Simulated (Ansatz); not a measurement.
**HO (doublet): wave-function methods side by side, def2-QZVPP**

One table from this session's results is given with a row withheld; the runs are named, their logs left out.

Program: Ansatz 0.2.0, Gaussian basis. Level of theory: def2-QZVPP, core rule «outside noble gas», up to 1 orbitals frozen. These are calculated values, not measurements.

Plan: UHF; ROHF; CCSD(T) on UHF.

2 further runs of the same task are left out: 2 set aside as unsound or not needed.

## The system

The geometry is a PBE0/def2-TZVP stationary point (not a proven minimum) of the parent state, kept for this charge and spin.

2 atoms, charge 0, spin multiplicity 2.

Atoms are counted from 1 here; the program's logs count them from 0.

Bond lengths: O1–H2 1.037 Å.

Set-up of the first run:

in.yaml reads:

```yaml
crystal:
  periodic: [false, false, false]
  atoms:
    - {symbol: O, position_ang: [0.000000, 0.000000, 0.000000]}
    - {symbol: H, position_ang: [0.000000, 0.000000, 1.036612]}
basis:
  gaussian: {orbitals: "def2-QZVPP.json"}
magnetization: {spin_polarized: true, initial_magnetization: 1}
hamiltonian: {xc: hf}
output: {orbitals: {seedname: orbitals}}
```

Launch:

```sh
> ansatz run in.yaml --threads 1 --pin off --events-out ev --progress --plain --max-ram 2393MiB
```

Among the steps run: UHF; ROHF; CCSD(T) on UHF.

One of the session's tables, all rows but one given; the rest of the session is left out.

It belongs to the step «Misses and costs». 

| method | from UCCSD(T) (kJ/mol) |
| --- | --- |
| ROHF | +637.7 |
| UHF | ? |
| UMP2 | +48.9 |
| UCCSD | +17.2 |
| UCCSD(T) | 0 |

**Question.** Estimate the row for UHF.

**Answer.** from UCCSD(T) (kJ/mol): +624.3. In the column «from UCCSD(T) (kJ/mol)» it lies between UMP2 (+48.9) and ROHF (+637.7).
